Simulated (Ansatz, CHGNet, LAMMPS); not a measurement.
## Zone-centre TO phonon frequency of zinc-blende InP: levels of theory against measurement

Reference value: 307 cm⁻¹ (measured, temperature not stated, not corrected to a static lattice; as tabulated in Ioffe Institute, NSM Archive: InP, mechanic properties page).

```
level (code)                      value (cm⁻¹)  cell (Å³/atom)
--------------------------------  ------------  --------------
Vashishta InP.vashishta (LAMMPS)           320           25.26
CHGNet-r²SCAN                              142           25.57
LDA (Ansatz)                                 ?           24.73
PBE (Ansatz)                               284           26.45
PBE-D3(BJ) (Ansatz)                        297           25.59
r²SCAN (Ansatz)                            296           25.76
PBE0 (Ansatz)                                ?           25.61
```

Some entries are withheld; supply them.


- LDA (Ansatz, a program for electronic structure), value (cm⁻¹): 304
- PBE0 (Ansatz), value (cm⁻¹): 302

Differences against the reference: Vashishta InP.vashishta +4.2 %, CHGNet-r²SCAN -54 %, LDA -1.0 %, PBE -7.5 %, PBE-D3(BJ) -3.3 %, r²SCAN -3.6 %, PBE0 -1.6 %.

Once the reference is moved by up to 3.0 % (a margin picked here for doubts on the reference and the settings, and for temperature and zero-point motion) and values within 0.7 % count as equal, the nearest can be LDA (-1.0 %), PBE0 (-1.6 %), PBE-D3(BJ) (-3.3 %), r²SCAN (-3.6 %) or Vashishta InP.vashishta (+4.2 %). Among them CHGNet-r²SCAN (-54 %) misses by most.

The reference isn't brought to a static lattice, while the calculations are for one, so the differences are not the levels' errors alone.  PBE-D3(BJ): the dispersion coefficients are held fixed in the derivatives. Each level is taken at its own relaxed cell. Cutoffs and k meshes differ between the levels. Ansatz's density-functional and Hartree–Fock values are scalar-relativistic unless marked +SOC, with PAW data made under PBE.

Empirical potentials (Vashishta InP.vashishta) are fitted to chosen data: where that held the value shown, agreement is built in, and what lay outside the fit can be far off. Machine-learned potentials (CHGNet-r²SCAN) are trained on DFT data: a solid inside that data is no test of them.

Differences are worked out from the printed values.
